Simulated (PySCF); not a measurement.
carbonyl sulfide anion (COS), SMILES O=C=S (connectivity only; charge and spin as stated), charge -1, multiplicity 2. Atoms are numbered in the order given.

```xyz
3

O      0.1747    -1.6510     0.0000
C     -0.3849    -0.5861     0.0000
S      0.0570     1.0453     0.0000
```
Charge -1, spin multiplicity 2.

The structure is a stationary point at PBE0-D3(BJ)/def2-TZVPD. The spin state was assumed, not searched.

All values below come from B3LYP/def2-TZVPD run with PySCF.

Mulliken values depend strongly on the basis, most of all with diffuse functions as here. ESP charges are fitted to the potential on shells at 1.4 to 2.0 van der Waals radii. Atomic charges (e):

| atom | meta-Löwdin | ESP fit | Mulliken spin |
|---|---|---|---|
| O1 | -0.46 | -0.34 | -0.02 |
| C2 | -0.01 | -0.04 | 0.87 |
| S3 | -0.52 | -0.61 | 0.15 |
